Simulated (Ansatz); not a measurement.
## Ansatz (development build ahead of 0.2.0) run

```yaml
crystal:
  periodic: [false, false, false]
  atoms:
    - { symbol: B, position_ang: [0.0, 0.0, -0.98874] }
    - { symbol: "N", position_ang: [0.0, 0.0, 0.77711] }
    - { symbol: H, position_ang: [0.0, -1.27471, -1.34116] }
    - { symbol: H, position_ang: [-1.10393, 0.63735, -1.34116] }
    - { symbol: H, position_ang: [1.10393, 0.63735, -1.34116] }
    - { symbol: H, position_ang: [0.0, 1.02752, 1.17581] }
    - { symbol: H, position_ang: [-0.88986, -0.51376, 1.17581] }
    - { symbol: H, position_ang: [0.88986, -0.51376, 1.17581] }
basis:
  gaussian: { orbitals: def2-TZVP }
hamiltonian:
  xc: hf
```

The input is written out in the form of the current development build from the run's settings.

The run gave:

| Property | Result |
| --- | --- |
| Converged | yes |
| Total energy | -82.61408 hartree |
| Spin squared of the determinant | 0.000 |

Caution: no unrestricted run beside it, a lower state can exist.
